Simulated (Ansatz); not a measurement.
Calculated with Ansatz (gas phase, PBE0-D4/def2-TZVP geometries, no zero-point term in ΔE). CBS: MP2 limit from def2 TZ/QZ plus the TZ coupled-cluster correction, frozen cores. This one scheme is used for every species, atoms too. DFT in def2-TZVPP. HSE06 is defined as in plane-wave codes. Open shells (•) are unrestricted, without spin–orbit coupling. Spin–orbit coupling would lower the free atoms: a little for C, O. One conformer a species, not always the lowest.

Reaction (atomization): `COC=N` → 2 C• + 5 H• + N• + O•

(1) What is ΔE at CCSD(T)/CBS? (Best estimate.)

(2) What do these levels give: revPBE-D4, r2SCAN-D4, B97M-V, HSE06-D4, BHLYP-D4, ωB97M-V, PBE-QIDH, r2SCAN, PBE0, MP2/def2-SVP, CCSD(T)/def2-TZVPP, MP2/def2-QZVPP? (Estimate.)

Largest T1 diagnostic among the species: 0.014.

Results:

(1) Ansatz gave: +3516.4 kJ/mol.

(2) The calculation gave: revPBE-D4 3538.5, r2SCAN-D4 3524.5, B97M-V 3521.0, HSE06-D4 3540.8, BHLYP-D4 3386.9, ωB97M-V 3536.1, PBE-QIDH 3486.2, r2SCAN 3521.4, PBE0 3527.2, MP2/def2-SVP 3373.9, CCSD(T)/def2-TZVPP 3417.5, MP2/def2-QZVPP 3543.2 kJ/mol.

From BLYP to BHLYP (50 % exact exchange), in def2-TZVPP and without D4, ΔE moves by −156.2 kJ/mol: exact exchange takes away binding that semilocal exchange gives to molecules. Leaving LDA and LC-ωPBE aside and taking each functional with its dispersion term where it has one, the values, not all of them listed here, spread over 253.9 kJ/mol, from BHLYP-D4 to PBE-D4. LDA lies +481.0 kJ/mol from PBE without D4, its usual overbinding. At CCSD(T), def2-SVP lies −187.4 kJ/mol from the extrapolated value and def2-TZVPP −98.8 kJ/mol: correlation converges slowly with the basis, and small sets miss more of it in the bonded molecule than in its fragments.

For atomizations the MP2-based limit and the directly extrapolated one differ by several kJ/mol either way, and by 10 to 25 for some Ge, Se and Sn compounds, so smaller differences from it don't rank the levels.
